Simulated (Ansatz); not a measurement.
# Sn3Bi: computed properties

Method: DFT r2SCAN, scalar-relativistic, plane waves, PAW in Ansatz.

Cutoff 500 eV; k points 12×12×12 on the computed 4-atom cell (Γ-centred); Gaussian smearing, width 0.10 eV; no spin polarisation.

The structure is relaxed at this level of theory with its symmetry kept. Whether it is the stable form of this composition wasn't checked.

```xyz
4
Lattice="-2.3015 2.3015 5.4108 2.3015 -2.3015 5.4108 2.3015 2.3015 -5.4108" Properties=species:S:1:pos:R:3 pbc="T T T"
Sn    0.0000    0.0000    5.4108
Sn    2.3015    0.0000    2.7054
Sn    0.0000    2.3015    2.7054
Bi    0.0000    0.0000    0.0000
```

- Space group: I4/mmm (No. 139)
- Volume per atom: 28.66 Å³
- Formation energy from the elements' standard states (uncorrected): +0.255 eV/atom
- Generalised Kohn–Sham band gap: none (metal)
- Density of states at the Fermi level: 2.09 states/eV per cell
- Löwdin character within 0.5 eV of the Fermi level: Sn 5p 60 %, Bi 6p 24 %, Sn 5s 10 %
- Bader charges (e): Sn (1 in the cell) 0.05, Sn (2 in the cell) 0.04, Bi (1 in the cell) -0.12

Spin-orbit coupling is left out, which matters for the bands of heavy elements.